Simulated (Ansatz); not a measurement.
**Other spins and charges of AsH2, doublet at one geometry**

Geometry (PBE0/def2-TZVP stationary point for this spin, not checked as a minimum):

```xyz
3

As    0.0000   -0.0281    0.0000
H     0.0000    1.0445   -1.0859
H     0.0000    1.0445    1.0859
```

Basis cc-pVTZ; Ansatz 0.2.0. Correlated methods freeze the noble-gas cores and the filled d shells of p-block atoms. Prefix R: restricted or restricted open-shell reference; prefix U: unrestricted. Active spaces: valence = (7e, 6o) chosen from the atoms' valence shells. No spin–orbit coupling is included, and no scalar relativity.

Gaps are energies of the second state less the first, at fixed atoms, for a selection of the levels run; each method lands on the state that its own search finds for that charge and spin.

For open shells CISD is restricted-active-space CI with the open shells as a complete middle space.

Task: PBE gives 10.873 eV for removing an electron, to the triplet. Estimate what UCCSDT(Q) gives in cc-pVTZ.

Result: UCCSDT(Q) in cc-pVTZ gives 10.756 eV, so against it PBE is off by 0.117 eV, of which a good part can be the reference's own basis and frozen-core error.

```
                   level  gap (eV)  error (meV)
                     UHF     9.824         -932
                    UMP2    10.651         -105
                    CISD    10.621         -135
                   UCCSD    10.720          -36
                UCCSD(T)    10.754           -2
                 BCCD(T)    10.764            8
                  UCCSDT    10.754           -2
  CASSCF (valence space)     9.724        -1032
  NEVPT2 (valence space)    10.568         -188
  MRCISD (valence space)    10.677          -79
MRCISD+Q (valence space)    10.773           17
                  r2SCAN    10.893          137
                    PBE0    10.870          114
                   B3LYP    11.037          281
                 wB97M-V    10.860          104
                  B2PLYP    10.865          109
                 RPA-PBE    10.991          235
```

Quartet less doublet: 6.003 eV at UCCSDT(Q).

| level | gap (eV) | error (meV) |
| --- | --- | --- |
| UHF | 5.507 | -496 |
| UMP2 | 6.035 | 32 |
| CISD | 5.939 | -64 |
| UCCSD | 6.020 | 17 |
| UCCSD(T) | 6.022 | 19 |
| BCCD(T) | 6.032 | 29 |
| UCCSDT | 6.004 | 1 |
| CASSCF (valence space) | 5.906 | -97 |
| NEVPT2 (valence space) | 5.980 | -23 |
| MRCISD (valence space) | 6.018 | 15 |
| MRCISD+Q (valence space) | 6.028 | 25 |
| PBE | 6.023 | 20 |
| r2SCAN | 6.001 | -2 |
| PBE0 | 6.018 | 15 |
| B3LYP | 6.212 | 209 |
| wB97M-V | 6.211 | 208 |
| B2PLYP | 6.184 | 181 |
| RPA-PBE | 6.017 | 14 |

Functionals correlate the shells that the reference freezes, so part of their error here is the reference's.

Full CI isn't at hand for all of this; UCCSDT(Q) serves as the reference, and is uncertain by the last step of the cluster series or more. The frozen core follows each run's orbitals, which can shift R against U totals by a few meV for light atoms and by up to 0.1 eV past Ca.
